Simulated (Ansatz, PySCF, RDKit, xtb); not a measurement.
# Solving CH4B−, step by step

Task: start from the formula CH4B− (charge -1), draw up candidate structures, narrow them down in stages, and characterise the one that lies lowest at 298.15 K.

Plan: many cheap relaxations first (GFN2-xTB), then density-functional screening, relaxation at r2SCAN-D4/def2-TZVPD, vibrations and a final energy. The numbers are computed, not measured.

6 further runs of the same task are left out: 6 set aside as unsound or not needed.

**1. Candidates**

All bonding patterns within simple valence rules are listed by program: one Lewis structure each, at most two rings and one unusual centre or charged pair. O–O, O–halogen and N–halogen bonds and N–N–N chains are not drawn. That gives 3 candidates.

| label | SMILES | spin |
| --- | --- | --- |
| c173 | [BH3-][CH] | triplet |
| c191 | [BH2-]=C | singlet |
| c598 | [BH3-][CH] | singlet |

Candidates are built by distance geometry, with a force field where one applies, in up to four conformers (letters a to d). 5 starts with atoms placed at random are added, to find patterns that the rules miss.

Q: Predict the outcome of this search (final energies at CCSD(T)/def2-TZVPPD).

| quantity | value |
| --- | --- |
| lowest structure found | [BH2-]=C, singlet, C2v |
| next finalist | [BH2][CH2] ‡, triplet, 57.2 kcal/mol higher in G |
| share at equilibrium, among the finalists | 100.0 % |
| harmonic wavenumbers, lowest and highest (r2SCAN-D4/def2-TZVPD) | 637 and 3071 cm⁻¹ |
| rotational constants, same geometry | 4.39, 0.8665, 0.7236 cm⁻¹ |
| HOMO energy (PBE0/def2-TZVPD) | 0.15 eV |
| LUMO energy (PBE0/def2-TZVPD) | 4.11 eV |
| HOMO–LUMO gap (to an unbound level, set by the basis) (PBE0/def2-TZVPD) | 3.96 eV |
| lowest excitation (TD-CAM-B3LYP/def2-SVPD) | 3.82 eV (f = 0.061) |
| lowest triplet excitation, same level, Tamm-Dancoff | 3.72 eV |
| vertical detachment energy | 1.85 eV |
| vertical triplet less singlet | +2.85 eV |

The search ends on `[BH2-]=C`. The margin of 57.2 kcal/mol over the next finalist is beyond the usual error of the last level; it says nothing of structures that weren't ranked. r2SCAN-D4/def2-SVPD, r2SCAN-D4/def2-TZVPD, HF/def2-TZVPPD and MP2/def2-TZVPPD already put its bonding pattern lowest among the structures in one piece. In an anion, excitations above the detachment energy lie in the continuum and hang on the basis, so they needn't be bound states. The search is not exhaustive (a finite list of starts, one conformer a finalist), so a lower isomer can't be ruled out. Patterns outside the rules of the enumeration were met only by chance.

‡ marks the bonded skeleton alone, with all bonds drawn single: no Lewis structure was assigned that passes a check against the bond lengths.
